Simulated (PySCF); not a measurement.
Shifts of the heteroatoms

Numbering as in the mapped SMILES `[O:1]=[PH:2]`; H(Xn) means a hydrogen on atom n.

- geometry: PBE0-D3(BJ)/def2-TZVP
- shielding tensors at PBE0/pcSseg-2 (GIAO)
- run in PySCF
- in vacuum, non-relativistic Hamiltonian, single conformer

Problem. Predict the 31P NMR data.

Solution. 
| atoms | environment | σ (ppm) | δ (ppm) |
| --- | --- | --- | --- |
| P2 | phosphorus bonded to O, H | -432.5 | 671.0 |

Shieldings were converted by a linear fit to measured shifts: 31P: δ = 280.92 − 0.902σ (rms 15.5 ppm, 46 shifts vs H3PO4, solution or neat liquid). A few per cent of atoms miss by over 2 rms, more outside the fitted compound classes.

On a 500 MHz spectrometer 31P resonates near 202.4 MHz, so 1 ppm is 202.4 Hz.

Problem. Predict the 17O NMR data.

Solution. 
```json
{"atoms": "O1", "environment": "P=O oxygen", "σ (ppm)": "-750.3", "δ (ppm)": "956.1"}
```

Shieldings were converted by a linear fit to measured shifts: 17O (scatter 11.0 ppm rms, 12.4 ppm with the 2 outliers that the fit left out vs liquid water, solution or neat liquid). A few per cent of atoms miss by over 2 rms, more outside the fitted compound classes.

On a 600 MHz spectrometer 17O resonates near 81.3 MHz, so 1 ppm is 81.3 Hz.
